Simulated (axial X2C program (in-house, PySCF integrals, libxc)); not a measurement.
Results of a calculation; reference values are marked as such.
# N₂⁻: input and output

Program: an in-house relativistic program for diatomic molecules.

Input file and command:
```json
{
 "zs": [
  7,
  7
 ],
 "q": -1,
 "bas": [
  "dyall-av3z",
  "dyall-av3z"
 ],
 "levels": [
  "PBE0",
  "HF",
  "BP86"
 ],
 "cc": true,
 "r0": 1.2,
 "thr": -2.0,
 "nmax": 90,
 "npts": 10,
 "nst": 2,
 "ntry": 6
}
```
```bash
python so2c.py task.json out
```

Keys: zs atomic numbers; q charge; bas basis sets; levels methods; cc coupled cluster on or off; r0 starting distance in Å; thr threshold in hartree for freezing inner shells (an s shell follows its p shell); nmax most natural virtual spinors; npts points on the curve; nst determinants followed; ntry starts of the search. HF also brings MP2.

Output of the HF step, with spin–orbit coupling, at R = 1.091 Å for the state Ω = 1/2. It starts from PBE0 orbitals of this distance.

```
two-component X2C + atomic mean field  HF
basis functions 114  fitting functions 580  grid points 4338
iter        total energy     max residual
   1       -108.975036376     6.67e-02
   2       -108.984736789     6.96e-03
   3       -108.985152367     2.59e-03
   4       -108.985173634     5.80e-04
   5       -108.985174408     4.02e-05
   6       -108.985174425     1.48e-05
   7       -108.985174426     2.34e-06
converged
one-electron -196.43062593  Coulomb 76.87553570  exact exchange -13.19177680  xc functional 0.00000000  nuclear repulsion 23.76689582  atomic mean-field constant -0.00520321
correlated 11  virtual 197  natural virtual 89  E(MP2) -0.385419269  MP2 remainder -0.012797798
iter   CCSD correlation   residual
   1     -0.356394049   1.36e-01
   2     -0.369390168   4.80e-02
   3     -0.371880940   1.74e-02
   4     -0.372068003   4.38e-03
   5     -0.372036013   8.49e-04
   6     -0.372034723   2.07e-04
   7     -0.372037618   4.63e-05
   8     -0.372037089   1.05e-05
   9     -0.372036931   2.57e-06
  10     -0.372036965   7.00e-07
  11     -0.372036942   2.77e-07
  12     -0.372036950   1.21e-07
(T) -0.018360481  T1 0.0169  D1 0.0246  max T2 0.072
```
Energies are in hartree; totals compare only within one Hamiltonian and basis. T1 in the output is the amplitude norm over the root of the electron number; divide by √2 for the Lee–Taylor value. The determinant is spin-polarised beyond a pure state at some levels (its spin-free form has ⟨S²⟩ too high), which makes Re and μ there less reliable.
